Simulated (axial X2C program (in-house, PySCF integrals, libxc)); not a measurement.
Na₂⁻: from Re and ωe to a spectrum

A bond curve at the PBE0 level, 2c, was computed with an axial X2C code built on PySCF integrals (basis Na dyall-av3z [10s9p5d2f] (cores contracted in-house)) for the state Ω = 1/2 (⟨Sz⟩ = 0.50, ⟨Lz⟩ = 0.00 at PBE0). Its fit gives Re = 3.5253 Å, ωe = 100.6 cm⁻¹, ωexe = 0.627 cm⁻¹ and αe = 1.177e-03 cm⁻¹; the masses are 22.9898 and 22.9898 u. Two-component means X2C with spin–orbit coupling and atomic mean-field Coulomb and Gaunt terms.

(1) Find the reduced mass, Be and the force constant.

(2) Where do the fundamental and the first overtone lie?

(3) Estimate the centrifugal constant by the Kratzer relation.

(4) Estimate De from a Morse curve and compare with the computed well depth of 0.692 eV to Na- + Na.

(5) A Morse curve ties αe to the other constants (Pekeris). How well does that hold?

The state is a single determinant with fixed occupations, the lowest that a limited PBE0 search found. De is counted from the lowest determinant-based energies of the atoms at the same level, without counterpoise correction. Density functionals use the spin component along the axis (collinear). The highest occupied level of some functionals is positive through self-interaction error; at Hartree–Fock it is bound.

## Answers

(1) From the PBE0 values: μ = 11.4949 u. Be = 16.8576/(μ Re²) = 0.118 cm⁻¹. k = 5.8918×10⁻⁷ μ ωe² = 0.0685 mdyn/Å.

(2) ν(1←0) = ωe − 2ωexe = 99.3 cm⁻¹; ν(2←0) = 2ωe − 6ωexe = 197.4 cm⁻¹.

(3) D = 4Be³/ωe² = 6.49e-07 cm⁻¹.

(4) De(Morse) = ωe²/(4ωexe) = 0.500 eV against 0.692 eV computed, a ratio of 0.72. The extrapolation falls short: long-range attraction (ionic or ion–induced dipole) or a change of character along the curve can cause this.

(5) αe(Morse) = 6Be²/ωe × (√(ωexe/Be) − 1) = 1.084e-03 cm⁻¹; the PBE0 curve gives 1.177e-03 cm⁻¹, a ratio of 0.92.
